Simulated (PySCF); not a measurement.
Isomers of [C5H12P]+ (charge +1), from PySCF, PBE0-D3(BJ)/def2-SVP geometry optimisation, gas phase. One conformer each, no zero-point energy, no frequencies.

Question: Which is lower in electronic energy at this level?
A. `[CH3:1]/[CH:2]=[CH:3]/[PH2+:4][CH2:5][CH3:6]` (charge +1) with C2–C3–P4–C5 -121°, C3–P4–C5–C6 -178°: A = 10965, B = 1010, C = 985.3 MHz, dipole 0.89 D
B. `[CH3:1][PH+:2]([CH3:3])[CH:4]1[CH2:5][CH2:6]1` (charge +1) with C1–P2–C4–C5 152°: A = 4576, B = 1999, C = 1543 MHz, dipole 2.04 D

Answer: B. That is `C[PH+](C)C1CC1`, 10.1 kcal/mol below the other.

```tsv
SMILES	mapped SMILES	E (Eh)	relative (kcal/mol)	relative (kJ/mol)	dipole about centre of mass (D)
C[PH+](C)C1CC1	[CH3:1][PH+:2]([CH3:3])[CH:4]1[CH2:5][CH2:6]1	-538.25314	0.0	0.0	2.04
C/C=C/[PH2+]CC	[CH3:1]/[CH:2]=[CH:3]/[PH2+:4][CH2:5][CH3:6]	-538.23697	10.1	42.5	0.89
```

As drawn, the lower has a three-membered ring, which the higher lacks.
